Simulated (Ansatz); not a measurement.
# CH₃+ (singlet): the correlation ladder at distance C1–H4 = 2.392 Å, cc-pVDZ

Aim: climb from Hartree-Fock through coupled cluster and multireference methods for CH₃+ (singlet) at one geometry and basis, and see what each rung misses.

Program: Ansatz 0.2.0, Gaussian basis. Level of theory: cc-pVDZ, core rule «outside noble gas», up to 1 orbitals frozen. These are calculated values, not measurements.

Plan: UHF; CCSD(T) on RHF; CCSD(T) on UHF; BCCD(T) on RHF; CISD; CCSDT(Q) on RHF; CCSDT(Q) on UHF; CCSDTQ on RHF; CASSCF and MRCISD+Q, 2 electrons in 2 orbitals; CASSCF and NEVPT2, 2 electrons in 2 orbitals; CASSCF and MRCISD+Q, 6 electrons in 7 orbitals; CASSCF and MRCISD+Q(relaxed), 6 electrons in 7 orbitals; CASSCF and NEVPT2, 6 electrons in 7 orbitals; Full CI.

13 further runs of the same task are left out: 6 that didn't finish, 7 set aside as unsound or not needed.

## 1. The system

The geometry derives from a PBE0/def2-TZVP stationary point (not a proven minimum). One bond is set to the value named and the two fragments are kept rigid.

4 atoms, charge 1, spin multiplicity 1.

Atoms are counted from 1 here; the program's logs count them from 0.

Bond lengths: C1–H2 1.093 Å, C1–H3 1.093 Å. Angles: H2–C1–H3 120.0°.

## 2. UHF

in.yaml

```yaml
crystal:
  periodic: [false, false, false]
  atoms:
    - {symbol: C, position_ang: [0.042573, 0.075953, -0.000242]}
    - {symbol: H, position_ang: [1.135725, 0.089850, -0.000475]}
    - {symbol: H, position_ang: [-0.516039, 1.015697, -0.003044]}
    - {symbol: H, position_ang: [-1.126995, -2.010607, 0.006401]}
basis:
  gaussian: {orbitals: cc-pVDZ}
total_charge: 1
magnetization: {spin_polarized: true, initial_magnetization: 0}
hamiltonian: {xc: hf}
output: {orbitals: {seedname: orbitals}}
```

Run with:

```console
ansatz run in.yaml --threads 1 --pin off --events-out ev --progress --plain --max-ram 2393MiB
```

The runs that follow: CCSD(T) on RHF; CCSD(T) on UHF; BCCD(T) on RHF; CISD; CCSDT(Q) on RHF; CCSDT(Q) on UHF; CCSDTQ on RHF; CASSCF and MRCISD+Q, 2 electrons in 2 orbitals; CASSCF and NEVPT2, 2 electrons in 2 orbitals; CASSCF and MRCISD+Q, 6 electrons in 7 orbitals; CASSCF and MRCISD+Q(relaxed), 6 electrons in 7 orbitals; CASSCF and NEVPT2, 6 electrons in 7 orbitals; Full CI.

Q: Predict the results of all the runs planned. Wanted: FCI below the RHF energy; RMP2 from FCI; UMP2 from FCI; RCCSD from FCI; RCCSD(T) from FCI; UCCSD(T) from FCI; RCCSDT(Q) from FCI; UCCSDT(Q) from FCI; NEVPT2 pair from FCI.

As calculated:

```
                         quantity                                                                                                                         value
         FCI below the RHF energy                                                                                                                    -4.8062 eV
                    RMP2 from FCI                                                                                                                   +1266.8 meV
                    UMP2 from FCI                                                                                                                   +1136.3 meV
                   RCCSD from FCI                                                                                                                    +190.5 meV
                RCCSD(T) from FCI                                                                                                                     +21.1 meV
                UCCSD(T) from FCI                                                                                                                     +97.4 meV
               RCCSDT(Q) from FCI                                                                                                                      +0.5 meV
               UCCSDT(Q) from FCI                                                                                                                      -0.6 meV
             NEVPT2 pair from FCI                                                                                                                    +641.0 meV
           MRCISD+Q pair from FCI                                                                                                                      +5.0 meV
          NEVPT2 valence from FCI                                                                                                                    +383.8 meV
levels within 1 kcal/mol (43 meV)  RCCSD(T), BCCD(T), RCCSDT, UCCSDT, RCCSDT(Q), UCCSDT(Q), RCCSDTQ, MRCISD+Q pair, MRCISD+Q valence, MRCISD+Q(relaxed) valence
                    T1 diagnostic                                                                                                                         0.056
   effectively unpaired electrons                                                                                                                          0.54
```

RCCSD(T) misses by +21.1 meV, 0.4 % of the correlation energy. CCSD(T) misses by +21.1 meV on the restricted determinant and by +97.4 meV on the unrestricted one; the two need not hold the same state or core. MRCISD+Q(relaxed) valence falls below full CI: the +Q correction isn't variational, and the cores differ from full CI's. The occupations show some static correlation. Of the multireference levels listed MRCISD+Q pair comes nearest in total energy (+5.0 meV), which doesn't show that its space is the better one. These misses are within one basis, not against nature.
